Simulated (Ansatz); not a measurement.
**GeH2, triplet in cc-pVDZ: errors against full CI**

Geometry: a point of a stretch scan, not a stationary point.

```xyz
3

Ge    0.0000   -0.0198   -0.0017
H     0.0000    0.6783   -1.2118
H     0.0000    0.7500    1.3327
```

Basis cc-pVDZ; Ansatz 0.2.0. Only valence electrons are correlated (noble-gas cores and the filled d shells of p-block atoms frozen), which leaves 6 electrons in 23 orbitals. Prefix R: restricted or restricted open-shell reference; prefix U: unrestricted. Active spaces: pair = (4e, 4o) about the gap; valence = (6e, 6o) chosen from the atoms' valence shells. No spin–orbit coupling is included, and no scalar relativity.

Full CI is exact within this basis and frozen core; it isn't the basis-set limit. The frozen core follows each run's orbitals, which can shift R against U totals by a few meV for light atoms and by up to 0.1 eV past Ca.

For open shells CISD is restricted-active-space CI with the open shells as a complete middle space.

The UHF ⟨S²⟩ is 2.006, the T1 diagnostic (RCCSD) is 0.0176 and the largest doubles amplitude (RCCSD) is 0.045.

| level | E − E(full CI) (meV) | share of correlation (%) | wall time |
| --- | --- | --- | --- |
| RHF | 2527 | 0.00 | – |
| RMP2 | 609 | 75.90 | – |
| CISD | 109 | 95.69 | 0.6 s |
| RCCSD | 58 | 97.71 | – |
| RCCSD(T) | 14 | 99.46 | 0.66 s |
| BCCD(T) | 14 | 99.46 | 0.78 s |
| RCCSDT | 0 | 99.99 | – |
| RCCSDT(Q) | 0 | 100.02 | 2.9 s |
| CASSCF (pair space) | 2109 | 16.55 | – |
| NEVPT2 (pair space) | 580 | 77.03 | 0.69 s |
| MRCISD (pair space) | 83 | 96.70 | – |
| MRCISD+Q (pair space) | -13 | 100.51 | 0.9 s |
| CASSCF (valence space) | 1705 | 32.53 | – |
| NEVPT2 (valence space) | 504 | 80.04 | 0.99 s |
| NEVPT4(SD) (valence space) | 63 | 97.52 | 1.3 s |
| MRCISD (valence space) | 57 | 97.76 | – |
| MRCISD+Q (valence space) | -4 | 100.14 | 1.3 s |

The correlation energy at full CI, counted from RHF, is -2.527 eV. That run took 4.3 s on 1 thread of Arm Neoverse V1, shared host over 1,563,320 determinants.

Run but not shown, since their state, orbitals or frozen core can't be matched to the reference's or they repeat it: UHF, UMP2, UCCSD, UCCSD(T), UCCSDT, UCCSDT(Q).

Times hold each run's SCF and search for its determinant on a shared host, so for small cases they say little of a method's own cost; they ran on 1 thread of Arm Neoverse V1.

More than 5 meV below full CI, which no variational method can be: MRCISD+Q (pair space).

The full-CI state has the irrep A'' of Cs, in the program's axes.

Natural occupations of full CI about the gap: 1.961 1.948 0.993 0.990 0.031 0.020 0.009 0.008 0.007 0.007; effectively unpaired electrons, Σ n²(2−n)², 2.02.
